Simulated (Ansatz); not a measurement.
A displaced shape of triplet O₂:

| atom | x (Å) | y (Å) | z (Å) |
| --- | --- | --- | --- |
| O | 0.0357 | 0.0006 | -0.5591 |
| O | -0.0085 | -0.0486 | 0.5857 |

It was optimised with PBE0/def2-SVP in Ansatz (development build ahead of 0.2.0) to forces under 0.001 eV/Å, with unrestricted orbitals. Each step stands on the lowest determinant of that kind that the program's search found.

**Question.** What shape does it relax to, and how does the optimisation go?

**Answer.**

```
atom    x (Å)    y (Å)    z (Å)
   O   0.0365   0.0014  -0.5798
   O  -0.0093  -0.0494   0.6064
```

Bond lengths: O1–O2 1.188 Å.

| step | E − E(start) (eV) | largest force (eV/Å) |
| --- | --- | --- |
| 1 | 0.0000 | 4.4776 |
| 2 | -0.0878 | 0.3204 |
| 3 | -0.0883 | 0.0329 |
| 4 | -0.0883 | 0.0003 |

The optimisation ended after 4 steps with its threshold met.
